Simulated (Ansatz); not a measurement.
**SiNHO (singlet): the correlation ladder, cc-pVDZ**

The task here is to estimate one member of a computed series from the others.

Program: Ansatz 0.2.0, Gaussian basis. Level of theory: cc-pVDZ, core rule «outside noble gas», up to 7 orbitals frozen. These are calculated values, not measurements.

The runs, in order: UHF; CCSD(T) on RHF; CCSD(T) on UHF; BCCD(T) on RHF; CISD; CCSDT(Q) on RHF; CCSDT(Q) on UHF; CCSDTQ on RHF.

4 further runs of the same task are left out: 4 set aside as unsound or not needed.

**The geometry**

The geometry is a PBE0/def2-TZVP stationary point (not a proven minimum).

4 atoms, charge 0, spin multiplicity 1.

Atoms are counted from 1 here; the program's logs count them from 0.

Bond lengths: O1–N2 1.332 Å, O1–H4 0.966 Å, N2–Si3 1.554 Å. Angles: N2–O1–H4 106.3°, O1–N2–Si3 173.8°.

Set-up of the first run:

File in.yaml:

```yaml
crystal:
  periodic: [false, false, false]
  atoms:
    - {symbol: O, position_ang: [-0.000007, -0.287198, 0.960799]}
    - {symbol: N, position_ang: [0.000023, -0.154683, -0.364392]}
    - {symbol: Si, position_ang: [-0.000004, -0.166852, -1.918552]}
    - {symbol: H, position_ang: [-0.000012, 0.608733, 1.322146]}
basis:
  gaussian: {orbitals: cc-pVDZ}
magnetization: {spin_polarized: true, initial_magnetization: 0}
hamiltonian: {xc: hf}
output: {orbitals: {seedname: orbitals}}
```

Run with:

```sh
ansatz run in.yaml --threads 1 --pin off --events-out ev --progress --plain --max-ram 4096MiB --backend cpu
```

Among the steps run: UHF; CCSD(T) on RHF; CCSD(T) on UHF; BCCD(T) on RHF; CISD; CCSDT(Q) on RHF; CCSDT(Q) on UHF; CCSDTQ on RHF.

One of the session's tables, all rows but one given; the rest of the session is left out.

It belongs to the step «Misses and costs». 

```
   method  from RCCSDTQ (meV)
      RHF            +13013.7
      UHF            +13011.3
     RMP2              +944.7
     CISD             +2015.0
    RCCSD              +563.7
 RCCSD(T)               +72.5
  BCCD(T)               +71.5
   RCCSDT                   ?
RCCSDT(Q)               -12.7
  RCCSDTQ                   0
```

Q: Estimate the row for RCCSDT from the others.

As computed: from RCCSDTQ (meV): +56.5. In the column «from RCCSDTQ (meV)» it lies between RCCSDTQ (0) and BCCD(T) (+71.5).
